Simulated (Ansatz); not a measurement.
**A barrier at the coupled-cluster level**

Start structure (AlNH$_{4}$O, closed shell), relaxed at PBE0-D4/def2-TZVP:

```json
{"atom": "Al1", "x (Å)": "-0.2268", "y (Å)": "0.4060", "z (Å)": "0.2209"}
{"atom": "N2", "x (Å)": "0.5402", "y (Å)": "-1.1741", "z (Å)": "0.3401"}
{"atom": "H3", "x (Å)": "-0.7480", "y (Å)": "1.1517", "z (Å)": "1.5119"}
{"atom": "O4", "x (Å)": "-0.3720", "y (Å)": "1.0715", "z (Å)": "-1.3342"}
{"atom": "H5", "x (Å)": "0.6842", "y (Å)": "-1.6717", "z (Å)": "1.2028"}
{"atom": "H6", "x (Å)": "0.8947", "y (Å)": "-1.7050", "z (Å)": "-0.4384"}
{"atom": "H7", "x (Å)": "-0.7721", "y (Å)": "1.9217", "z (Å)": "-1.5032"}
```

The step: AlNH₄O ([NH2][AlH][OH]) → AlHO ([OH][Al]) + NH₃ (still joined by a long Al–N bond); bonds formed: N2–H3; bonds broken: Al1–H3; bonds weakened to dative contacts: Al1–N2. Computed with Ansatz 0.2.0 (basis: def2-TZVPP and def2-QZVPP); correlated methods freeze the cores. Extrapolation: Hartree–Fock as exp(−7.88 √X), correlation as X^−2.97. Energies below are by CCSD(T) at an estimated basis limit (MP2 extrapolated from triple and quadruple zeta, plus CCSD(T) − MP2 in triple zeta).

Question: What are the electronic barrier and the energy of the step, from the start structure to the end structure? (To be estimated.)

Answer: Computed: Barrier 289.5 kJ/mol; step energy 107.9 kJ/mol (uphill); reverse barrier, their difference, 181.6 kJ/mol. Barrier and step energy count from the start structure, the reverse barrier from the end structure.

The saddle point: One imaginary mode of 1419i cm⁻¹.
```csv
pair,start (Å),saddle (Å),end (Å)
N2–H3,2.91,1.50,1.01
Al1–N2,1.76,1.88,2.22
Al1–H3,1.58,1.71,2.81
```

Zero-point energy (harmonic, PBE0-D4): ZPE is 120.8 kJ/mol at the start and 115.1 kJ/mol at the saddle, so the barrier goes from 289.5 to 283.8 kJ/mol.

First-order rate constant out of the start structure at 498 K by transition-state theory, with harmonic vibrational free energies alone and no tunnelling: ΔA‡ = 284.8 kJ/mol, so k = (kB T/h) exp(−ΔA‡/kB T) ≈ 10^-17 s⁻¹ (an order of magnitude at best: rotation, the number of equivalent paths and anharmonicity are left out).

No T1 diagnostic of these runs exceeds 0.016. The restricted Hartree–Fock reference is unstable towards an unrestricted one at one or more of these structures. A large double-excitation amplitude points to some diradical character; no triplet was computed.

Labels in which every atom is bracketed show which atoms are joined, not bond orders.

For scale, one of the runs: CCSD(T)/def2-TZVPP, 160 basis functions, launched by `ansatz run in.yaml --threads 2 --pin off --events-out ev --progress --plain --max-ram 4352MiB`. Time: 18 s of wall clock on 2 CPU threads of an Arm Neoverse V2; the host was shared. Peak host memory: 1.2 GiB.
